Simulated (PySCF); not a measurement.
**C: electron affinity**

C⁻ [He] 2s2 2p3 (4S) → C [He] 2s2 2p2 (3P), as a difference of total energies. Calculation: PySCF 2.14, in dyall-acv3z; scalar relativity by spin-free X2C-1e. Correlated levels: valence: 1s2 frozen; virtual orbitals above 40 to 60 times the deepest correlated orbital energy dropped. The calculations carry no spin-orbit coupling.

| method | electron affinity (eV) |
| --- | --- |
| UHF | 0.449 |
| MP2 (valence) | 1.262 |
| SCS-MP2 (valence) | 0.970 |
| CCSD (valence) | 1.145 |
| CCSD(T) (valence) | 1.219 |

Errors of the correlated levels include the incompleteness of this basis and the frozen core.

Q: Which method comes closest to the reference value, and which is furthest?

A: The reference is 1.262 eV (measured; photodetachment measurements, as compiled on the Wikipedia data page of electron affinities). Closest: MP2 (valence) (error 0.000 eV); furthest: UHF (error -0.813 eV).
